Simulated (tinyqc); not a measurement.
Inside a calculation (part 1 of 3). Method: UHF in the sto-3g basis, for NH3, spin multiplicity 1. Computed by tinyqc, a small Python program that keeps every step (integrals from PySCF). Settings: charge = 0, multiplicity = 1, basis = sto-3g, energy threshold = 1e-10, iteration cap = 89, orthogonalisation = symmetric, start = Wolfsberg-Helmholz matrix, DIIS depth = 6, DIIS from iteration = 2, method = UHF, break = 0.2. Command: `OMP_NUM_THREADS=1 python tinyqc.py 24676 24677 out.jsonl` (the two numbers bound the seeds that draw the settings). One thread of a shared host (Intel(R) Xeon(R) Processor @ 2.60GHz), about 0.1 s of CPU time with the checks. Later iterations appear only in the table of the cycle.

## One-electron integrals

Geometry (angstrom):
```
atom          x          y         z
N      0.000000   0.000000  0.411000
H      1.057000   0.000000  0.000000
H     -0.528000   0.915000  0.000000
H     -0.528000  -0.915000  0.000000
```

Basis sto-3g: exponents (1/bohr^2) and contraction coefficients of normalised primitives:
```
element  l (shell)   exponent  coefficient
N            s (1)  99.106169     0.154329
N            s (1)  18.052312     0.535328
N            s (1)   4.885660     0.444635
N            s (2)   3.780456    -0.099967
N            s (2)   0.878497     0.399513
N            s (2)   0.285714     0.700115
N            p (3)   3.780456     0.155916
N            p (3)   0.878497     0.607684
N            p (3)   0.285714     0.391957
H            s (1)   3.425251     0.154329
H            s (1)   0.623914     0.535328
H            s (1)   0.168855     0.444635
```

Overlap, kinetic and nuclear-attraction integrals over the contracted functions; the nuclear repulsion is the sum of Za Zb / Rab.

nuclear repulsion = 10.66937011 hartree

overlap S, lower triangle:
```
           1N 1s     1N 2s     1N 2px     1N 2py     1N 2pz     2H 1s     3H 1s     4H 1s
1N 1s   1.000000
1N 2s   0.235038  1.000000
1N 2px  0.000000  0.000000   1.000000
1N 2py  0.000000  0.000000   0.000000   1.000000
1N 2pz  0.000000  0.000000   0.000000   0.000000   1.000000
2H 1s   0.043774  0.421757   0.368115   0.000000  -0.143137  1.000000
3H 1s   0.043830  0.422071  -0.184070   0.318985  -0.143282  0.156548  1.000000
4H 1s   0.043830  0.422071  -0.184070  -0.318985  -0.143282  0.156548  0.156585  1.000000
```

kinetic energy T (hartree), lower triangle:
```
            1N 1s     1N 2s     1N 2px     1N 2py     1N 2pz      2H 1s      3H 1s     4H 1s
1N 1s   21.990753
1N 2s   -0.128416  0.606994
1N 2px   0.000000  0.000000   1.899358
1N 2py   0.000000  0.000000   0.000000   1.899358
1N 2pz   0.000000  0.000000   0.000000   0.000000   1.899358
2H 1s   -0.010155  0.079235   0.190985   0.000000  -0.074262   0.760032
3H 1s   -0.010149  0.079405  -0.095597   0.165666  -0.074414  -0.006998   0.760032
4H 1s   -0.010149  0.079405  -0.095597  -0.165666  -0.074414  -0.006998  -0.006995  0.760032
```

nuclear attraction V (hartree), lower triangle:
```
             1N 1s      1N 2s     1N 2px     1N 2py     1N 2pz      2H 1s      3H 1s      4H 1s
1N 1s   -47.586237
1N 2s    -5.762064  -8.248857
1N 2px    0.000006   0.000049  -8.223695
1N 2py    0.000000   0.000000   0.000000  -8.223850
1N 2pz    0.013727   0.164790  -0.000039   0.000000  -8.130989
2H 1s    -1.096127  -2.795856  -2.203085   0.000000   0.898507  -5.011466
3H 1s    -1.097557  -2.798391   1.101840  -1.909445   0.899583  -0.867349  -5.012908
4H 1s    -1.097557  -2.798391   1.101840   1.909445   0.899583  -0.867349  -0.867716  -5.012908
```

core Hamiltonian H = T + V (hartree), lower triangle:
```
             1N 1s      1N 2s     1N 2px     1N 2py     1N 2pz      2H 1s      3H 1s      4H 1s
1N 1s   -25.595484
1N 2s    -5.890480  -7.641863
1N 2px    0.000006   0.000049  -6.324337
1N 2py    0.000000   0.000000   0.000000  -6.324491
1N 2pz    0.013727   0.164790  -0.000039   0.000000  -6.231631
2H 1s    -1.106282  -2.716621  -2.012100   0.000000   0.824245  -4.251434
3H 1s    -1.107705  -2.718986   1.006243  -1.743780   0.825169  -0.874348  -4.252877
4H 1s    -1.107705  -2.718986   1.006243   1.743780   0.825169  -0.874348  -0.874710  -4.252877
```

## Two-electron integrals

Functions are numbered as in S; the eight-fold symmetry (ij|kl) = (ji|kl) = (kl|ij) leaves the list below.

Two-electron integrals (ij|kl) in chemists' order, unique and non-zero (hartree):
```
(11|11) 4.166630    (21|11) 0.640849    (21|21) 0.117461    (22|11) 0.969864
(22|21) 0.220936    (22|22) 0.708245    (31|31) 0.020960    (32|31) 0.032452
(32|32) 0.156449    (33|11) 0.967124    (33|21) 0.220977    (33|22) 0.708086
(33|33) 0.762805    (41|41) 0.020960    (42|41) 0.032452    (42|42) 0.156449
(43|43) 0.041119    (44|11) 0.967124    (44|21) 0.220977    (44|22) 0.708086
(44|33) 0.680568    (44|44) 0.762805    (51|51) 0.020960    (52|51) 0.032452
(52|52) 0.156449    (53|53) 0.041119    (54|54) 0.041119    (55|11) 0.967124
(55|21) 0.220977    (55|22) 0.708086    (55|33) 0.680568    (55|44) 0.680568
(55|55) 0.762805    (61|11) 0.120637    (61|21) 0.021952    (61|22) 0.041113
(61|31) 0.001068    (61|32) 0.002014    (61|33) 0.041286    (61|44) 0.041008
(61|51) -0.000415   (61|52) -0.000783   (61|53) -0.000108   (61|55) 0.041050
(61|61) 0.004171    (62|11) 0.305360    (62|21) 0.070472    (62|22) 0.250860
(62|31) 0.005505    (62|32) 0.042537    (62|33) 0.259064    (62|44) 0.245621
(62|51) -0.002141   (62|52) -0.016540   (62|53) -0.005227   (62|55) 0.247654
(62|61) 0.013555    (62|62) 0.114843    (63|11) 0.228603    (63|21) 0.053406
(63|22) 0.202348    (63|31) 0.010676    (63|32) 0.073253    (63|33) 0.219874
(63|44) 0.192701    (63|51) -0.001413   (63|52) -0.012456   (63|53) -0.007267
(63|55) 0.194243    (63|61) 0.010709    (63|62) 0.111232    (63|63) 0.120932
(64|41) 0.007042    (64|42) 0.041218    (64|43) 0.008485    (64|54) -0.003299
(64|64) 0.014864    (65|11) -0.088889   (65|21) -0.020766   (65|22) -0.078680
(65|31) -0.001413   (65|32) -0.012456   (65|33) -0.078897   (65|44) -0.074929
(65|51) 0.007591    (65|52) 0.046061    (65|53) 0.010027    (65|55) -0.082127
(65|61) -0.004164   (65|62) -0.043251   (65|63) -0.041243   (65|65) 0.030901
(66|11) 0.457732    (66|21) 0.107320    (66|22) 0.437405    (66|31) 0.010401
(66|32) 0.110546    (66|33) 0.469610    (66|44) 0.417043    (66|51) -0.004044
(66|52) -0.042984   (66|53) -0.020440   (66|55) 0.424991    (66|61) 0.020847
(66|62) 0.256229    (66|63) 0.277886    (66|65) -0.108052   (66|66) 0.774606
(71|11) 0.120794    (71|21) 0.021981    (71|22) 0.041166    (71|31) -0.000534
(71|32) -0.001008   (71|33) 0.041131    (71|41) 0.000926    (71|42) 0.001746
(71|43) -0.000120   (71|44) 0.041270    (71|51) -0.000416   (71|52) -0.000784
(71|53) 0.000054    (71|54) -0.000094   (71|55) 0.041103    (71|61) 0.004089
(71|62) 0.013003    (71|63) 0.009637    (71|64) 0.000375    (71|65) -0.004000
(71|66) 0.019750    (71|71) 0.004182    (72|11) 0.305644    (72|21) 0.070537
(72|22) 0.251078    (72|31) -0.002754   (72|32) -0.021275   (72|33) 0.249196
(72|41) 0.004772    (72|42) 0.036869    (72|43) -0.005822   (72|44) 0.255926
(72|51) -0.002144   (72|52) -0.016561   (72|53) 0.002615    (72|54) -0.004532
(72|55) 0.247872    (72|61) 0.012998    (72|62) 0.087309    (72|63) 0.065309
(72|64) 0.009757    (72|65) -0.031966   (72|66) 0.154815    (72|71) 0.013585
(72|72) 0.115026    (73|11) -0.114334   (73|21) -0.026710   (73|22) -0.101197
(73|31) 0.007958    (73|32) 0.049265    (73|33) -0.106135   (73|41) -0.001574
(73|42) -0.013875   (73|43) 0.009563    (73|44) -0.100200   (73|51) 0.000707
(73|52) 0.006232    (73|53) -0.004296   (73|54) 0.001719    (73|55) -0.097144
(73|61) -0.004489   (73|62) -0.024178   (73|63) -0.007989   (73|64) -0.002036
(73|65) 0.008663    (73|66) -0.033408   (73|71) -0.005363   (73|72) -0.055669
(73|73) 0.041416    (74|11) 0.198136    (74|21) 0.046288    (74|22) 0.175370
(74|31) -0.001574   (74|32) -0.013875   (74|33) 0.169217    (74|41) 0.009777
(74|42) 0.065303    (74|43) -0.008072   (74|44) 0.188351    (74|51) -0.001225
(74|52) -0.010800   (74|53) 0.001719    (74|54) -0.006283   (74|55) 0.168347
(74|61) 0.008529    (74|62) 0.061427    (74|63) 0.045647    (74|64) 0.017172
(74|65) -0.022066   (74|66) 0.109703    (74|71) 0.009294    (74|72) 0.096471
(74|73) -0.045967   (74|74) 0.094549    (75|11) -0.088999   (75|21) -0.020792
(75|22) -0.078773   (75|31) 0.000707    (75|32) 0.006232    (75|33) -0.076009
(75|41) -0.001225   (75|42) -0.010800   (75|43) 0.001719    (75|44) -0.077996
(75|51) 0.007600    (75|52) 0.046110    (75|53) -0.005016   (75|54) 0.008693
(75|55) -0.082225   (75|61) -0.003999   (75|62) -0.031974   (75|63) -0.023454
(75|64) -0.003525   (75|65) 0.022257    (75|66) -0.060901   (75|71) -0.004175
(75|72) -0.043333   (75|73) 0.020647    (75|74) -0.035781   (75|75) 0.030963
(76|11) 0.090386    (76|21) 0.021010    (76|22) 0.079841    (76|31) 0.000652
(76|32) 0.005751    (76|33) 0.079846    (76|41) 0.001128    (76|42) 0.009952
(76|43) 0.000339    (76|44) 0.080235    (76|51) -0.001013   (76|52) -0.008940
(76|53) -0.001059   (76|54) -0.001832   (76|55) 0.079357    (76|61) 0.003982
(76|62) 0.034783    (76|63) 0.031235    (76|64) 0.003530    (76|65) -0.014523
(76|66) 0.076679    (76|71) 0.003987    (76|72) 0.034807    (76|73) -0.012556
(76|74) 0.028830    (76|75) -0.014537   (76|76) 0.013011    (77|11) 0.457934
(77|21) 0.107367    (77|22) 0.437563    (77|31) -0.005202   (77|32) -0.055274
(77|33) 0.430327    (77|41) 0.009015    (77|42) 0.095788    (77|43) -0.022764
(77|44) 0.456641    (77|51) -0.004049   (77|52) -0.043026   (77|53) 0.010225
(77|54) -0.017720   (77|55) 0.425150    (77|61) 0.019734    (77|62) 0.154734
(77|63) 0.111690    (77|64) 0.025878    (77|65) -0.060860   (77|66) 0.287326
(77|71) 0.020883    (77|72) 0.256466    (77|73) -0.138984   (77|74) 0.240854
(77|75) -0.108187   (77|76) 0.076679    (77|77) 0.774606    (81|11) 0.120794
(81|21) 0.021981    (81|22) 0.041166    (81|31) -0.000534   (81|32) -0.001008
(81|33) 0.041131    (81|41) -0.000926   (81|42) -0.001746   (81|43) 0.000120
(81|44) 0.041270    (81|51) -0.000416   (81|52) -0.000784   (81|53) 0.000054
(81|54) 0.000094    (81|55) 0.041103    (81|61) 0.004089    (81|62) 0.013003
(81|63) 0.009637    (81|64) -0.000375   (81|65) -0.004000   (81|66) 0.019750
(81|71) 0.004094    (81|72) 0.013015    (81|73) -0.005144   (81|74) 0.008165
(81|75) -0.004005   (81|76) 0.003855    (81|77) 0.019759    (81|81) 0.004182
(82|11) 0.305644    (82|21) 0.070537    (82|22) 0.251078    (82|31) -0.002754
(82|32) -0.021275   (82|33) 0.249196    (82|41) -0.004772   (82|42) -0.036869
(82|43) 0.005822    (82|44) 0.255926    (82|51) -0.002144   (82|52) -0.016561
(82|53) 0.002615    (82|54) 0.004532    (82|55) 0.247872    (82|61) 0.012998
(82|62) 0.087309    (82|63) 0.065309    (82|64) -0.009757   (82|65) -0.031966
(82|66) 0.154815    (82|71) 0.013015    (82|72) 0.087378    (82|73) -0.041110
(82|74) 0.051710    (82|75) -0.032000   (82|76) 0.027517    (82|77) 0.154846
(82|81) 0.013585    (82|82) 0.115026    (83|11) -0.114334   (83|21) -0.026710
(83|22) -0.101197   (83|31) 0.007958    (83|32) 0.049265    (83|33) -0.106135
(83|41) 0.001574    (83|42) 0.013875    (83|43) -0.009563   (83|44) -0.100200
(83|51) 0.000707    (83|52) 0.006232    (83|53) -0.004296   (83|54) -0.001719
(83|55) -0.097144   (83|61) -0.004489   (83|62) -0.024178   (83|63) -0.007989
(83|64) 0.002036    (83|65) 0.008663    (83|66) -0.033408   (83|71) -0.005144
(83|72) -0.041110   (83|73) 0.029763    (83|74) -0.023845   (83|75) 0.014783
(83|76) -0.009784   (83|77) -0.078260   (83|81) -0.005363   (83|82) -0.055669
(83|83) 0.041416    (84|11) -0.198136   (84|21) -0.046288   (84|22) -0.175370
(84|31) 0.001574    (84|32) 0.013875    (84|33) -0.169217   (84|41) 0.009777
(84|42) 0.065303    (84|43) -0.008072   (84|44) -0.188351   (84|51) 0.001225
(84|52) 0.010800    (84|53) -0.001719   (84|54) -0.006283   (84|55) -0.168347
(84|61) -0.008529   (84|62) -0.061427   (84|63) -0.045647   (84|64) 0.017172
(84|65) 0.022066    (84|66) -0.109703   (84|71) -0.008165   (84|72) -0.051710
(84|73) 0.023845    (84|74) -0.020601   (84|75) 0.018561    (84|76) -0.016960
(84|77) -0.083828   (84|81) -0.009294   (84|82) -0.096471   (84|83) 0.045967
(84|84) 0.094549    (85|11) -0.088999   (85|21) -0.020792   (85|22) -0.078773
(85|31) 0.000707    (85|32) 0.006232    (85|33) -0.076009   (85|41) 0.001225
(85|42) 0.010800    (85|43) -0.001719   (85|44) -0.077996   (85|51) 0.007600
(85|52) 0.046110    (85|53) -0.005016   (85|54) -0.008693   (85|55) -0.082225
(85|61) -0.003999   (85|62) -0.031974   (85|63) -0.023454   (85|64) 0.003525
(85|65) 0.022257    (85|66) -0.060901   (85|71) -0.004005   (85|72) -0.032000
(85|73) 0.014783    (85|74) -0.018561   (85|75) 0.022279    (85|76) -0.011148
(85|77) -0.060918   (85|81) -0.004175   (85|82) -0.043333   (85|83) 0.020647
(85|84) 0.035781    (85|85) 0.030963    (86|11) 0.090386    (86|21) 0.021010
(86|22) 0.079841    (86|31) 0.000652    (86|32) 0.005751    (86|33) 0.079846
(86|41) -0.001128   (86|42) -0.009952   (86|43) -0.000339   (86|44) 0.080235
(86|51) -0.001013   (86|52) -0.008940   (86|53) -0.001059   (86|54) 0.001832
(86|55) 0.079357    (86|61) 0.003982    (86|62) 0.034783    (86|63) 0.031235
(86|64) -0.003530   (86|65) -0.014523   (86|66) 0.076679    (86|71) 0.003855
(86|72) 0.027517    (86|73) -0.009784   (86|74) 0.016960    (86|75) -0.011148
(86|76) 0.010522    (86|77) 0.049637    (86|81) 0.003987    (86|82) 0.034807
(86|83) -0.012556   (86|84) -0.028830   (86|85) -0.014537   (86|86) 0.013011
(87|11) 0.090429    (87|21) 0.021020    (87|22) 0.079874    (87|31) -0.001302
(87|32) -0.011492   (87|33) 0.080461    (87|44) 0.079683    (87|51) -0.001014
(87|52) -0.008946   (87|53) 0.002116    (87|55) 0.079390    (87|61) 0.003852
(87|62) 0.027506    (87|63) 0.019580    (87|65) -0.011141   (87|66) 0.049646
(87|71) 0.003989    (87|72) 0.034819    (87|73) -0.018682   (87|74) 0.025306
(87|75) -0.014542   (87|76) 0.010524    (87|77) 0.076700    (87|81) 0.003989
(87|82) 0.034819    (87|83) -0.018682   (87|84) -0.025306   (87|85) -0.014542
(87|86) 0.010524    (87|87) 0.013018    (88|11) 0.457934    (88|21) 0.107367
(88|22) 0.437563    (88|31) -0.005202   (88|32) -0.055274   (88|33) 0.430327
(88|41) -0.009015   (88|42) -0.095788   (88|43) 0.022764    (88|44) 0.456641
(88|51) -0.004049   (88|52) -0.043026   (88|53) 0.010225    (88|54) 0.017720
(88|55) 0.425150    (88|61) 0.019734    (88|62) 0.154734    (88|63) 0.111690
(88|64) -0.025878   (88|65) -0.060860   (88|66) 0.287326    (88|71) 0.019759
(88|72) 0.154846    (88|73) -0.078260   (88|74) 0.083828    (88|75) -0.060918
(88|76) 0.049637    (88|77) 0.287349    (88|81) 0.020883    (88|82) 0.256466
(88|83) -0.138984   (88|84) -0.240854   (88|85) -0.108187   (88|86) 0.076679
(88|87) 0.076700    (88|88) 0.774606
```

## Orthogonalisation

S = U s U^T; symmetric (Loewdin) form X = U s^(-1/2) U^T, so that X^T S X = 1.

eigenvalues of S: 0.344192  0.463851  0.464132  0.918872  1.064866  1.379332  1.379563  1.985190

X, lower triangle:
```
            1N 1s      1N 2s     1N 2px     1N 2py    1N 2pz      2H 1s      3H 1s     4H 1s
1N 1s    1.024620
1N 2s   -0.147620   1.280254
1N 2px   0.000006  -0.000102   1.106940
1N 2py   0.000000   0.000000   0.000000   1.107094
1N 2pz   0.008551  -0.085885   0.000041   0.000000  1.028520
2H 1s    0.020973  -0.254840  -0.247893   0.000000  0.084900   1.172495
3H 1s    0.020986  -0.255160   0.123999  -0.214893  0.085033  -0.039776   1.172792
4H 1s    0.020986  -0.255160   0.123999   0.214893  0.085033  -0.039776  -0.039791  1.172792
```

## Starting guess

The start is the generalised Wolfsberg-Helmholz matrix (K = 1.75) built on H, with HOMO and LUMO mixed by +/-0.2 rad for the two spins; D(s) = C_occ C_occ^T for each spin.

D(alpha) at the start, lower triangle:
```
            1N 1s      1N 2s     1N 2px     1N 2py     1N 2pz      2H 1s     3H 1s     4H 1s
1N 1s    1.023336
1N 2s   -0.095002   0.481072
1N 2px   0.012042  -0.043055   0.680544
1N 2py   0.000000   0.000000   0.000000   0.654062
1N 2pz  -0.041960   0.149881  -0.153011   0.000000   0.919375
2H 1s   -0.075733   0.196843   0.192378   0.000000   0.152467   0.168432
3H 1s   -0.053965   0.118885  -0.097213   0.194589  -0.124238  -0.005595  0.137426
4H 1s   -0.053965   0.118885  -0.097213  -0.194589  -0.124238  -0.005595  0.021642  0.137426
```

D(beta) at the start, lower triangle:
```
            1N 1s     1N 2s     1N 2px     1N 2py     1N 2pz      2H 1s     3H 1s     4H 1s
1N 1s    1.023348
1N 2s   -0.095046  0.481244
1N 2px  -0.012104  0.043325   0.680489
1N 2py   0.000000  0.000000   0.000000   0.654062
1N 2pz  -0.042026  0.150168   0.152877   0.000000   0.919244
2H 1s   -0.046598  0.092618   0.193812   0.000000  -0.216616   0.165052
3H 1s   -0.068504  0.170897  -0.095832   0.194589   0.059939  -0.006438  0.139109
4H 1s   -0.068504  0.170897  -0.095832  -0.194589   0.059939  -0.006438  0.023325  0.139109
```

## Iteration 1: building the Fock matrix

J_ij = sum D_kl (ij|kl) with D = D(alpha) + D(beta), K_ij = sum D_kl (ik|jl) for each spin; F = H + J - K(s); E = tr D H + tr D J / 2 - 0.5 sum_s tr D(s) K(s) + E_nn.

Coulomb J (hartree), lower triangle:
```
            1N 1s      1N 2s     1N 2px     1N 2py     1N 2pz     2H 1s     3H 1s     4H 1s
1N 1s   15.036743
1N 2s    2.820110   7.109511
1N 2px   0.000103   0.001965   7.108034
1N 2py   0.000000   0.000000   0.000000   7.104852
1N 2pz   0.002431  -0.027282  -0.000541   0.000000   7.095344
2H 1s    0.527528   2.503098   2.012986   0.000000  -0.791485  4.429756
3H 1s    0.528192   2.502554  -1.004158   1.740908  -0.791061  0.795986  4.415998
4H 1s    0.528192   2.502554  -1.004158  -1.740908  -0.791061  0.795986  0.795604  4.415998
```

exchange K(alpha) (hartree), lower triangle:
```
            1N 1s      1N 2s     1N 2px     1N 2py     1N 2pz     2H 1s     3H 1s     4H 1s
1N 1s    4.223958
1N 2s    0.731599   1.073141
1N 2px  -0.000269  -0.021832   0.889748
1N 2py   0.000000   0.000000   0.000000   0.881697
1N 2pz  -0.004006   0.022524  -0.055867   0.000000   0.926572
2H 1s    0.139935   0.453226   0.350886   0.000000  -0.091543  0.486027
3H 1s    0.141326   0.446396  -0.176811   0.305804  -0.139741  0.145342  0.489455
4H 1s    0.141326   0.446396  -0.176811  -0.305804  -0.139741  0.145342  0.149774  0.489455
```

exchange K(beta) (hartree), lower triangle:
```
            1N 1s     1N 2s     1N 2px     1N 2py     1N 2pz     2H 1s     3H 1s     4H 1s
1N 1s    4.223967
1N 2s    0.731591  1.073176
1N 2px   0.000107  0.021353   0.886966
1N 2py   0.000000  0.000000   0.000000   0.884477
1N 2pz  -0.004012  0.022645   0.055572   0.000000   0.926535
2H 1s    0.141418  0.444084   0.353265   0.000000  -0.156405  0.501520
3H 1s    0.140584  0.450947  -0.174012   0.306046  -0.107365  0.147112  0.481715
4H 1s    0.140584  0.450947  -0.174012  -0.306046  -0.107365  0.147112  0.146248  0.481715
```

F(alpha) (hartree), lower triangle:
```
             1N 1s      1N 2s     1N 2px     1N 2py     1N 2pz      2H 1s      3H 1s      4H 1s
1N 1s   -14.782699
1N 2s    -3.801970  -1.605493
1N 2px    0.000378   0.023846  -0.106052
1N 2py    0.000000   0.000000   0.000000  -0.101336
1N 2pz    0.020164   0.114985   0.055287   0.000000  -0.062859
2H 1s    -0.718690  -0.666749  -0.350000   0.000000   0.124304  -0.307705
3H 1s    -0.720839  -0.662828   0.178896  -0.308676   0.173849  -0.223703  -0.326333
4H 1s    -0.720839  -0.662828   0.178896   0.308676   0.173849  -0.223703  -0.228881  -0.326333
```

F(beta) (hartree), lower triangle:
```
             1N 1s      1N 2s     1N 2px     1N 2py     1N 2pz      2H 1s      3H 1s      4H 1s
1N 1s   -14.782707
1N 2s    -3.801961  -1.605528
1N 2px    0.000002  -0.019339  -0.103269
1N 2py    0.000000   0.000000   0.000000  -0.104116
1N 2pz    0.020170   0.114863  -0.056152   0.000000  -0.062822
2H 1s    -0.720173  -0.657607  -0.352380   0.000000   0.189165  -0.323199
3H 1s    -0.720097  -0.667378   0.176098  -0.308918   0.141473  -0.225473  -0.318593
4H 1s    -0.720097  -0.667378   0.176098   0.308918   0.141473  -0.225473  -0.225354  -0.318593
```

total energy of this density = -55.05532880 hartree
